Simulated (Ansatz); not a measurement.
hcp Ti

Level of theory: r²SCAN in Ansatz (plane waves, PAW).

Numerical settings: plane-wave cutoff 500 eV, 18×12×1 k mesh (along the axes of the cell as run), Fermi–Dirac smearing 0.1 eV, scalar-relativistic PAW data made under PBE.

Cell: relaxed at this level.

* **surface energy of the (10-10) face**: 2.23 J/m²
* **work function of the (10-10) face**: 3.89 eV

The slab of 10 atoms is relaxed and unreconstructed.

Computed values are for the static lattice.

Ansatz is a program for electronic structure.
